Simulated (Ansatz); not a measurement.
Species: CS2 (charge +1, doublet). SMILES of the parent species: S=C=S

Atoms: S1, C2, S3. Bonds: S1-C2, C2-S3.

Bond lengths (Å) and angles (degrees) optimised at HF/STO-3G with Ansatz (a first-principles code); HF/6-31G* with Ansatz; PBE/6-31G* with Ansatz; MP2/6-31G* with Ansatz, each started from the B3LYP-D3(BJ)/def2-TZVP structure (Ansatz) of the last column. A row stands for all coordinates that are equal there. 6-31G* holds six Cartesian d functions. No wavenumbers were computed at HF/STO-3G, PBE/6-31G*, MP2/6-31G*, so these may be saddle points.

| coordinate | HF/STO-3G | HF/6-31G* | PBE/6-31G* | MP2/6-31G* | B3LYP-D3(BJ)/def2-TZVP |
|---|---|---|---|---|---|
| S1-C2 | 1.579 | 1.558 | 1.572 | 1.547 | 1.552 |
| S1-C2-S3 | 180.0 | 180.0 | 180.0 | 180.0 | 180.0 |

Mean signed difference of all 2 bond lengths from B3LYP-D3(BJ)/def2-TZVP: HF/STO-3G 0.027 Å, HF/6-31G* 0.006 Å, PBE/6-31G* 0.020 Å, MP2/6-31G* -0.005 Å.
